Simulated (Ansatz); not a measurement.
```yaml
crystal:
  periodic: [false, false, false]
  atoms:
    - {symbol: C, position_ang: [-1.016408, 1.283989, -0.114507]}
    - {symbol: C, position_ang: [-0.648176, 0.084486, 0.747493]}
    - {symbol: C, position_ang: [0.311437, -0.788495, 0.560992]}
    - {symbol: C, position_ang: [1.194669, -0.919301, -0.627556]}
    - {symbol: H, position_ang: [-1.987809, 1.226870, -0.392455]}
    - {symbol: H, position_ang: [-0.934340, 2.231724, 0.494693]}
    - {symbol: H, position_ang: [-0.397797, 1.307703, -0.984703]}
    - {symbol: H, position_ang: [-1.239194, -0.008468, 1.652762]}
    - {symbol: H, position_ang: [0.392875, -1.587402, 1.313562]}
    - {symbol: H, position_ang: [1.153856, -1.882087, -1.116899]}
    - {symbol: H, position_ang: [1.074305, -0.026223, -1.310954]}
    - {symbol: H, position_ang: [2.234021, -0.839161, -0.171995]}
basis:
  gaussian: {orbitals: def2-SVPD}
total_charge: -3
magnetization: {spin_polarized: true, initial_magnetization: 1}
hamiltonian: {xc: {name: PBE0-DH}}
scf: {lower_state_search: off}
output: {forces: true}
```

```sh
$ ansatz run in.yaml --threads 4 --pin off --events-out ev --progress --plain --max-ram 10444MiB
```

Output, abridged:

```
Functional definition: PBE0-DH
1440 factors; integrals over basis functions are off by at most 1.0e-3 eV
mean field evaluation 1: about -4238.5164 eV, gradient 4.1e1 eV
mean field evaluation 2: about -4238.6260 eV, gradient 4.1e1 eV
mean field evaluation 4: about -4248.7824 eV, gradient 1.1e1 eV
mean field evaluation 8: about -4249.7657 eV, gradient 7.5e-1 eV
mean field evaluation 16: about -4250.1205 eV, gradient 6.8e-1 eV
a density is far from that of the atoms, so the factors are made again for it
1494 factors; integrals over basis functions are off by at most 1.0e-3 eV
mean field -4250.18286080 eV, -156.1913392571 hartree, gradient 3.0e-6 eV, S^2 1.648970; 1 other end points of the search recorded, 0 dependent functions left out
4 core orbitals not correlated: weight in the atoms' cores, before any rotation towards them, 1.000 or more for the frozen orbitals, at most 0.000 for the correlated occupied ones
reference -4250.18288160 eV, -156.1913400214 hartree; 14, 13 occupied and 126, 127 virtual orbitals, 1494 factors
second order -21.34039054 eV of doubles, -0.00000000 eV of singles
Total energy: -4252.85043042 eV, -156.2893706323 hartree
Atom 0 at    -1.016408     1.283989    -0.114507 Å, force     2.808800    -0.175584     2.833639 eV/Å
Atom 1 at    -0.648176     0.084486     0.747493 Å, force    -0.835301     1.478881    -0.327356 eV/Å
Atom 2 at     0.311437    -0.788495     0.560992 Å, force     0.088379    -1.189895    -0.387218 eV/Å
Atom 3 at     1.194669    -0.919301    -0.627556 Å, force     1.328345     1.629425     1.000308 eV/Å
Atom 4 at    -1.987809     1.226870    -0.392455 Å, force    -3.576587    -0.019949    -1.167402 eV/Å
Atom 5 at    -0.934340     2.231724     0.494693 Å, force     0.135928    -0.525808    -0.706482 eV/Å
Atom 6 at    -0.397797     1.307703    -0.984703 Å, force     0.423596     0.504222    -0.712370 eV/Å
Atom 7 at    -1.239194    -0.008468     1.652762 Å, force    -0.222555    -0.000339     0.523570 eV/Å
Atom 8 at     0.392875    -1.587402     1.313562 Å, force     0.038315     0.032711     0.017673 eV/Å
Atom 9 at     1.153856    -1.882087    -1.116899 Å, force    -0.046523    -0.362747    -0.525485 eV/Å
Atom 10 at     1.074305    -0.026223    -1.310954 Å, force     0.291760    -1.242796     0.384363 eV/Å
Atom 11 at     2.234021    -0.839161    -0.171995 Å, force    -0.434157    -0.128120    -0.933240 eV/Å
Dipole moment:    -0.000710     0.018807     0.191442 e Å
Checks for a lower state left out: starts, cluster_reference, orbital_swaps, neighbouring_geometries, increment
```

In this input the charge is far from anything that the molecule holds. The run converged. The result belongs to that input, not to the molecule as meant.
